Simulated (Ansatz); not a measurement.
Born–Oppenheimer molecular dynamics of BClH₅N (8 atoms, charge 0, multiplicity 1). It starts at the highest image of a converged band, a first-order saddle point between two minima.

All numbers below come from RKS PBE-D4/def2-SVP (Ansatz 0.2.0).

| Item | Value |
| --- | --- |
| ensemble | NVE (velocity Verlet) |
| time step | 0.5 fs |
| steps asked | 200 |
| starting velocities drawn for | 300 K |
| seed | 11543 |

First frame:

```xyz
8
Properties=species:S:1:pos:R:3
B 0.046 -0.429 -0.033
Cl -0.322 0.389 2.231
H 1.081 0.139 -0.298
H -1.014 -0.139 -0.539
N 0.154 -1.786 0.590
H -0.602 -2.460 0.435
H 1.070 -2.243 0.627
H -0.082 -0.999 1.741
```

Problem. How far do the bonds stretch over the last three quarters of this one trajectory? (Pairs bonded in most of those frames.)

Solution. 
```csv
bond,mean (Å),spread (Å),shortest,longest
B1–Cl2,2.052,0.230,1.61,2.38
B1–H3,1.221,0.015,1.20,1.25
B1–H4,1.219,0.013,1.20,1.25
B1–N5,1.692,0.067,1.56,1.81
N5–H6,1.036,0.045,0.97,1.11
N5–H7,1.032,0.022,0.99,1.08
N5–H8,1.047,0.051,0.97,1.15
```

Mean temperature of the second half: 687 K. The conserved energy stayed within 0.41 meV per atom of its start (net change 0.0053 meV per atom), so the integration is sound. The kinetic energy rose, since the run started high on the potential surface and went downhill. A run of 0.1 ps of so small a system gives no equilibrium averages. The orbitals stay closed-shell, which can raise the energy where a bond breaks towards radicals; this wasn't checked here.

The run took 2.9 min on 1 thread of Intel(R) Xeon(R) 6975P-C (Granite Rapids), with other jobs on the host, peak memory 0.13 GiB.
